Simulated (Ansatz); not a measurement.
Results of r²SCAN (PAW; Ansatz, a program for electronic structure) for 2H WS₂.

Numerical settings: plane-wave cutoff 600 eV, 12×12×4 k mesh (along the axes of the cell as run), Fermi–Dirac smearing 0.01 eV, no spin polarisation, scalar-relativistic PAW data made under PBE.

Starting structure:

```xyz
6
Lattice="3.1500 0.0000 0.0000 -1.5750 2.7280 0.0000 0.0000 0.0000 12.3200" Properties=species:S:1:pos:R:3 pbc="T T T"
W      1.5750     0.9093     9.2400
W      0.0000     1.8187     3.0800
S      1.5750     0.9093     4.6570
S      0.0000     1.8187    10.8170
S      0.0000     1.8187     7.6630
S      1.5750     0.9093     1.5030
```

Task: Into what structure does the relaxation of cell and atoms lead at this level, with the symmetry of the start kept?

Result: The volume goes up by 8.2 %; final space group P6_3/mmc.
```xyz
6
Lattice="3.1816 0.0000 0.0000 -1.5908 2.7554 0.0000 0.0000 0.0000 13.0699" Properties=species:S:1:pos:R:3 pbc="T T T"
W      1.5908     0.9185     9.8024
W      0.0000     1.8369     3.2675
S      1.5908     0.9185     4.8269
S      0.0000     1.8369    11.3619
S      0.0000     1.8369     8.2429
S      1.5908     0.9185     1.7080
```

Note: the cell comes from a level without a dispersion term, which matters for the spacing of layers, chains or molecules; the cell has widely spaced layers and the level no dispersion term, so their spacing and the moduli can rest on weak binding.
